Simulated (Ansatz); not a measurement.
Start from `C=C=CN` and change one atom or group to get `C=C=CCO`.

Ansatz, PBE0-D4/def2-TZVP geometries, multiplicity 1. Each molecule was computed in one conformer, which needn't be the lowest.

| property | `C=C=CN` |
| --- | --- |
| size of the dipole moment (B3LYP/def2-TZVPP) / D | 1.37 |
| HOMO energy (B3LYP/def2-TZVPP) / eV | -5.82 |
| HOMO energy (PBE/def2-TZVPP) / eV | -4.84 |
| HOMO–LUMO gap (B3LYP/def2-TZVPP) / eV | 5.67 |
| HOMO energy (ωB97M-V/def2-TZVPP) / eV | -8.22 |
| LUMO energy (PBE0/def2-TZVPP) / eV | 0.12 |

(1) What does the change do to each property? (Best estimate.)

Results:

(1) The calculation gave: 
| property | `C=C=CCO` | shift |
| --- | --- | --- |
| size of the dipole moment (B3LYP/def2-TZVPP) / D | 1.54 | 0.17 |
| HOMO energy (B3LYP/def2-TZVPP) / eV | -7.31 | -1.49 |
| HOMO energy (PBE/def2-TZVPP) / eV | -6.17 | -1.33 |
| HOMO–LUMO gap (B3LYP/def2-TZVPP) / eV | 7.15 | 1.48 |
| HOMO energy (ωB97M-V/def2-TZVPP) / eV | -9.78 | -1.56 |
| LUMO energy (PBE0/def2-TZVPP) / eV | 0.10 | -0.02 |

The zero-point energy changes by 42.1 kJ/mol with +6 modes. Dipoles are sizes alone; their direction can turn.

B3LYP here is the variant with VWN-RPA as its local correlation; programs differ in this.
